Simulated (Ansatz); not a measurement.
```yaml
crystal:
  periodic: [false, false, false]
  atoms:
    - {symbol: B, position_ang: [0.000000, 0.000000, 0.000000]}
    - {symbol: S, position_ang: [0.000000, 0.000000, 1.757700]}
basis:
  gaussian: {orbitals: def2-TZVP}
total_charge: 1
magnetization: {spin_polarized: true, initial_magnetization: 2}
hamiltonian: {xc: pbe0}
relax: {f_tol: 0.004, max_steps: 80}
```

```sh
$ ansatz run in.yaml --threads 1 --pin off --events-out ev --progress --plain --max-ram 2176MiB
```

Steps of the relaxation (energy above the last step; positions in Å, forces in eV/Å):

```
2
step 1, 39.6 meV
B     0.000    0.000    0.000    0.000    0.000    1.385
S     0.000    0.000    1.758    0.000    0.000   -1.385
```

```
2
step 2, 10.3 meV
B     0.000    0.000    0.014    0.000    0.000    0.743
S     0.000    0.000    1.744    0.000    0.000   -0.743
```

```
2
step 3, 0.1 meV
B     0.000    0.000    0.029    0.000    0.000   -0.087
S     0.000    0.000    1.729    0.000    0.000    0.087
```

```
2
step 4, 0.0 meV
B     0.000    0.000    0.027    0.000    0.000    0.002
S     0.000    0.000    1.730    0.000    0.000   -0.002
```

Close pairs at the end: B1–S2 1.703 Å.

A stationary point of unrestricted PBE0 after 4 steps, with ⟨S²⟩ = 2.008 against 2.00 for a pure state. 3.2 s on 1 thread of Intel Xeon 6975P-C, shared host.
